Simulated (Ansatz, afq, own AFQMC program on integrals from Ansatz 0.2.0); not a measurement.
## AFQMC, coupled cluster and functionals along a coordinate of AlSiH, triplet

```tsv
atom	x (Å)	y (Å)	z (Å)
Si	0.0000	0.0000	2.0886
Al	0.0000	0.0000	-0.2449
H	0.0000	0.0000	-1.8437
```

The Si1–Al2 distance is changed with both sides rigid. Energies in mEh count from this geometry (2.333 Å) at the same level; the start stands on UHF, each point on the determinant named.

Basis 6-31G. Only valence electrons are correlated. Integrals, coupled cluster, full CI and functionals: Ansatz 0.2.0; the random walks run on the same integrals in our own AFQMC program. The CISD trial takes its coefficients from CCSD amplitudes. Released means that phaseless walkers are propagated on without the constraint, phases kept. Uncertainties: one standard error, sampling alone.

Cautions, each for one point or more: lower spins were not checked; raised T1 diagnostic; strong correlation; the determinant is a saddle point among determinants of its kind; the search met a lower determinant of the same kind, perhaps of another symmetry; unrestricted determinant spin contaminated.

| r(Si1–Al2) / Å | det. | T1 | weight | ⟨S²⟩ | wB97M-V | B2PLYP | CCSD(T) |
| --- | --- | --- | --- | --- | --- | --- | --- |
| 1.836 | UHF† | 0.043 | 0.88 | 2.15 | – | – | 125.7 |
| 2.809 | UHF | 0.062 | 0.84 | 2.02 | 14.3 | 12.3 | 7.4 |
| 3.786 | UHF | 0.018 | 0.91 | 2.00 | 50.0 | 48.3 | 38.9 |
| 5.253 | UHF | 0.011 | 0.91 | 2.00 | 61.3 | 58.6 | 47.4 |
| 7.945 | UHF | 0.011 | 0.91 | 2.00 | 63.1 | 60.1 | 48.9 |

(1) Estimate the curve of full CI, counted from the same start.

## Answers

(1) 
| r(Si1–Al2) / Å | det. | T1 | weight | ⟨S²⟩ | FCI | ph-AFQMC/CISD | CCSDT(Q) |
| --- | --- | --- | --- | --- | --- | --- | --- |
| 1.836 | UHF† | 0.043 | 0.88 | 2.15 | 126.0 | 125.8 ± 0.1 | 126.1 |
| 2.809 | UHF | 0.062 | 0.84 | 2.02 | 7.1 | 7.4 ± 0.2 | 7.0 |
| 3.786 | UHF | 0.018 | 0.91 | 2.00 | 39.6 | 39.5 ± 0.1 | 39.6 |
| 5.253 | UHF | 0.011 | 0.91 | 2.00 | 48.5 | 48.1 ± 0.09 | 48.5 |
| 7.945 | UHF | 0.011 | 0.91 | 2.00 | 50.0 | 49.7 ± 0.09 | 50.0 |

Weight is that of the determinant in the CISD state; at the start T1 is 0.033 and the weight 0.90, and ⟨S²⟩ is 2.01. A dagger marks points whose determinant fills other symmetries than the start's, so the wave-function levels may follow another state there, or a degenerate partner. A dash marks a missing value, a released energy that hasn't settled or a functional that sits on another state. Largest departures from full CI: CCSD(T) -1.1 mEh at 7.945 (on UHF), ph-AFQMC/CISD -0.3 mEh at 7.945 (on UHF), CCSDT(Q) -0.1 mEh at 2.809 (on UHF), wB97M-V 13.1 mEh at 7.945, B2PLYP 10.1 mEh at 5.253. Functionals count only at points shown to share the start's state and spin. In this small basis the wave-function levels are far from their limit, so their gap to the functionals isn't the functionals' error.

CCSDT and higher add their correlation energy to the determinant of the CCSD(T) run, since their own runs factorise the integrals more tightly (a shift of under 2 meV). A walk keeps the symmetry of its determinant, which the program's search chose and which needn't be the lowest solution, so a lower state of the same spin and another symmetry isn't excluded.
